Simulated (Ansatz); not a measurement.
Corundum (α-Al2O3) was calculated with rVV10 (Ansatz, a program for electronic structure, plane waves, PAW).

Run with plane-wave cutoff 520 eV, 8×8×8 k mesh, Fermi–Dirac smearing 0.01 eV, scalar-relativistic PAW data made under PBE.

The cell is scaled about its equilibrium volume:

Shape and atoms are relaxed at each volume.

```tsv
V (Å³/atom)	P (GPa)	direct gap at Γ (eV)	c (Å)	a (Å)
8.457	10.15	6.234	12.948	4.757
8.633	4.82	5.979	13.043	4.788
8.809	-0.01	5.734	13.138	4.819
8.986	-4.37	5.497	13.233	4.850
9.162	-8.32	5.269	13.325	4.880
```

A straight line through the gaps at Γ against ln V gives a volume deformation potential dE_g(Γ)/d ln V of -12.1 eV: the gap at Γ widens under compression.

Note: the bulk modulus comes from volumes at which shape and atoms were relaxed.
